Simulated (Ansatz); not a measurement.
# BHO (singlet): from Hartree-Fock to the top rungs, 6-31G

Aim: climb from Hartree-Fock through coupled cluster and multireference methods for BHO (singlet) at one geometry and basis, and see what each rung misses.

Method: 6-31G, core rule «outside noble gas», up to 2 orbitals frozen; program: Ansatz 0.2.0, Gaussian basis.

The runs, in order: UHF; CCSD(T) on RHF; CCSD(T) on UHF; BCCD(T) on RHF; CISD; CCSDT(Q) on RHF; CCSDT(Q) on UHF; CCSDTQ on RHF; CCSDTQ on UHF; CASSCF and MRCISD+Q, 10 electrons in 9 orbitals; CASSCF and MRCISD+Q(relaxed), 10 electrons in 9 orbitals; CASSCF and NEVPT2, 10 electrons in 9 orbitals; Full CI.

4 further runs of the same task are left out: 4 set aside as unsound or not needed.

## Step 1: What is computed

The geometry is a PBE0/def2-TZVP stationary point (not a proven minimum) of the parent state, kept for this charge and spin.

3 atoms, charge 0, spin multiplicity 1.

Atoms are counted from 1 here; the program's logs count them from 0.

Bond lengths: B1–O2 1.342 Å, B1–H3 1.222 Å. Angles: O2–B1–H3 107.9°.

## Step 2: UHF

in.yaml reads:

```yaml
crystal:
  periodic: [false, false, false]
  atoms:
    - {symbol: B, position_ang: [0.000000, -0.203796, 0.731699]}
    - {symbol: O, position_ang: [0.000000, 0.084016, -0.579305]}
    - {symbol: H, position_ang: [0.000000, 0.852259, 1.347434]}
basis:
  gaussian: {orbitals: 6-31G}
magnetization: {spin_polarized: true, initial_magnetization: 0}
hamiltonian: {xc: hf}
output: {orbitals: {seedname: orbitals}}
```

On the command line:

```sh
$ ansatz run in.yaml --threads 1 --pin off --events-out ev --progress --plain --max-ram 2816MiB --backend cpu
```

The runs that follow: CCSD(T) on RHF; CCSD(T) on UHF; BCCD(T) on RHF; CISD; CCSDT(Q) on RHF; CCSDT(Q) on UHF; CCSDTQ on RHF; CCSDTQ on UHF; CASSCF and MRCISD+Q, 10 electrons in 9 orbitals; CASSCF and MRCISD+Q(relaxed), 10 electrons in 9 orbitals; CASSCF and NEVPT2, 10 electrons in 9 orbitals; Full CI.

Q: Predict the results of all the runs planned. Wanted: FCI below the RHF energy; RMP2 from FCI; UMP2 from FCI; RCCSD from FCI; RCCSD(T) from FCI; UCCSD(T) from FCI; RCCSDT(Q) from FCI; UCCSDT(Q) from FCI; NEVPT2 valence from FCI.

As calculated:

| quantity | value |
| --- | --- |
| FCI below the RHF energy | -6.4787 eV |
| RMP2 from FCI | +27.2 kJ/mol |
| UMP2 from FCI | +164.4 kJ/mol |
| RCCSD from FCI | +36.0 kJ/mol |
| RCCSD(T) from FCI | +4.5 kJ/mol |
| UCCSD(T) from FCI | +13.2 kJ/mol |
| RCCSDT(Q) from FCI | -0.9 kJ/mol |
| UCCSDT(Q) from FCI | -4.2 kJ/mol |
| NEVPT2 valence from FCI | +41.6 kJ/mol |
| MRCISD+Q valence from FCI | +3.7 kJ/mol |
| MRCISD+Q(relaxed) valence from FCI | 0.0 kJ/mol |
| levels within 1 kcal/mol (43 meV) | RCCSDT, UCCSDT, RCCSDT(Q), UCCSDT(Q), RCCSDTQ, UCCSDTQ, MRCISD+Q valence, MRCISD+Q(relaxed) valence |
| T1 diagnostic | 0.038 |
| effectively unpaired electrons | 0.20 |

In words: RCCSD(T) misses by +4.5 kJ/mol, 0.7 % of the correlation energy. CCSD(T) misses by +4.5 kJ/mol on the restricted determinant and by +13.2 kJ/mol on the unrestricted one; the two need not hold the same state or core. RCCSDT(Q), UCCSDT(Q) fall below full CI: unrestricted runs freeze a spin-polarised core, another one than full CI's, and coupled cluster isn't variational. One determinant dominates. Of the multireference levels listed MRCISD+Q(relaxed) valence comes nearest in total energy (0.0 kJ/mol), which doesn't show that its space is the better one. These misses are within one basis, not against nature.
